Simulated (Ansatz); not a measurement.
**Phosphorus, black phosphorus: convergence with the k-point mesh**

Computed with Ansatz, r²SCAN, scalar-relativistic PAW, on the relaxed cell (a = 3.308 Å, b = 10.997 Å, c = 4.547 Å; spin not included). Errors count from a run at 500 eV on a Γ-centred 9×9×7 mesh with Fermi-Dirac smearing of 0.05 eV, extrapolated to zero width. Fixed here: cutoff 500 eV, Fermi-Dirac width 0.05 eV. The SCF starts from atomic densities corrected by a trained network.

```tsv
k-mesh	E(σ→0) error (meV/atom)	P (GPa)	SCF iterations
2×2×1	572.9	4.92	7
3×3×2	63.5	0.37	6
4×4×3	30.2	0.15	6
5×5×4	8.3	0.04	6
6×6×4	4.0	0.00	6
8×8×6	0.4	-0.06	6
11×11×8	-0.2	-0.07	6
14×14×10	-0.3	-0.07	6
```

Within 5 meV/atom of the last row: from 6×6×4 on.
